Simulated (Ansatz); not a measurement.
Reaction: C2H (SMILES [C]#C, doublet) → C2H- (SMILES [C-]#C) (an electron is taken up)
Each species at its own B3LYP-D3(BJ)/def2-TZVP minimum (Ansatz, a quantum-chemistry and plane-wave program).

Total energies in hartree (Ansatz). Radicals and triplets start from unrestricted determinants; spin-orbit coupling is neglected. Correlated methods leave the cores frozen. No relativity. The UHF reference of C2H ([C]#C, doublet) is spin-contaminated (<S^2> up to 0.36 over the pure value in the sets run).

| species | HF/aug-cc-pVTZ | CCSD(T)/aug-cc-pVTZ | HF/aug-cc-pVQZ | CCSD(T)/aug-cc-pVQZ | CCSDT(Q)/aug-cc-pVTZ |
|---|---|---|---|---|---|
| 1: C2H (SMILES [C]#C, doublet) | -76.17800 | -76.47106 | -76.18246 | -76.48873 | -76.47362 |
| 2: C2H- (SMILES [C-]#C) | -76.23399 | -76.58027 | -76.23812 | -76.59867 | -76.58170 |

**Question.** Work out the adiabatic electron affinity (electronic), positive where energy is released in eV: take Hartree-Fock from aug-cc-pVQZ, extrapolate the CCSD(T) correlation energy as X^-3 (X = 3, 4), and add CCSDT(Q) - CCSD(T) in aug-cc-pVTZ. 1 hartree = 27.211 eV.

**Answer.** 
Species 1: correlation (64·(-0.30627) - 27·(-0.29306))/37 = -0.31591; step -0.00256; E1 = -76.18246 + (-0.31591) + (-0.00256) = -76.50093
Species 2: correlation (64·(-0.36055) - 27·(-0.34628))/37 = -0.37096; step -0.00143; E2 = -76.23812 + (-0.37096) + (-0.00143) = -76.61051
+1·E1 -1·E2 = 0.10958 hartree = 2.98 eV.
